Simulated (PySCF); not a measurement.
# C5H6S: the cost of one run

Computed with PySCF 2.14.0 and routines of our own; the level stands in each step. Atoms count from 0.

## 1. The starting structure

12 atoms, charge 0, multiplicity 1; geometry from: GFN2-xTB.

## 2. Relaxing the molecule at PBE0-D3(BJ)/def2-TZVP

What the job is given:

```
{"job": {"xc": "PBE0", "basis": "def2-TZVP", "d3": "d3bj", "grid": 2, "kind": "geom"}, "charge": 0, "multiplicity": 1}
C      2.454242     0.965031     0.281042
C      1.506551     0.066443     0.188095
C      0.644650    -0.844018     0.094655
C     -0.325728    -1.722401     0.000805
S     -2.032221    -1.326686    -0.009409
C     -1.958690     0.478088     0.135119
H      2.224220     2.015086     0.359228
H      3.495829     0.688166     0.282152
H     -0.152651    -2.783478    -0.080022
H     -2.981855     0.839319     0.131128
H     -1.408121     0.881205    -0.710103
H     -1.465028     0.742558     1.066002
```

The run is started by

```bash
OMP_NUM_THREADS=1 python excited_run.py task.json out
```

One launch serves the whole session: the jobs run in the order shown.

**Question.** How long does this first job take on 1 thread of Arm Neoverse V2, shared host, and how much memory does it need?

About 71 s, with a peak of 0.92 GiB.
